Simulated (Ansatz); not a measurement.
Consider the atomization: `C[SiH]` → C• + 4 H• + Si•.

Isolated molecules relaxed with PBE0-D4/def2-TZVP in Ansatz; ΔE leaves out vibrations. CCSD(T)/CBS is frozen-core, at the limit of the def2 triple- and quadruple-zeta sets. DFT in def2-TZVPP. Open shells (•) are unrestricted, without spin–orbit coupling. Spin–orbit coupling would lower the free atoms: a little for C, Si.

```
 species  LDA (SPW92) energy (Eh)
`C[SiH]`               -328.39673
      C•                -37.46560
      H•                 -0.47838
     Si•               -288.20231
```

(1) Work out ΔE.

(2) What do rigid-rotor, harmonic-oscillator terms from PBE0-D4/def2-TZVP frequencies (298.15 K, 1 bar) make of the CCSD(T)/CBS value? (An estimate is asked.)

Largest T1 diagnostic among the species: 0.012.

Results:

(1) ΔE = 4 × (-0.47838) + (-37.46560) + (-288.20231) − (-328.39673) = 0.81530 Eh = +22.19 eV. CCSD(T)/CBS gives +19.87 eV.

(2) Ansatz gave: ΔZPE = -1.13 eV, ΔH = +18.99 eV, ΔS = 525 J/(mol·K), ΔG = +17.37 eV. Open shells count their whole term as degenerate.

Leaving LDA and LC-ωPBE aside and taking each functional with its dispersion term where it has one, the values, not all of them listed here, spread over 0.49 eV, from BHLYP-D4 to B97M-V. LDA lies +2.31 eV from PBE without D4, its usual overbinding. From r2SCAN to r2SCAN0 (25 % exact exchange), in def2-TZVPP and without D4, ΔE moves by −0.16 eV: exact exchange takes away binding that semilocal exchange gives to molecules. The D4 term adds +0.13 eV with B3LYP and +0.07 eV with PBE0; it sums over pairs of atoms, weighted by their polarisabilities, and B3LYP, whose exchange is more repulsive, gets the larger term.

B3LYP here is the variant with VWN-RPA as its local correlation; programs differ in this.
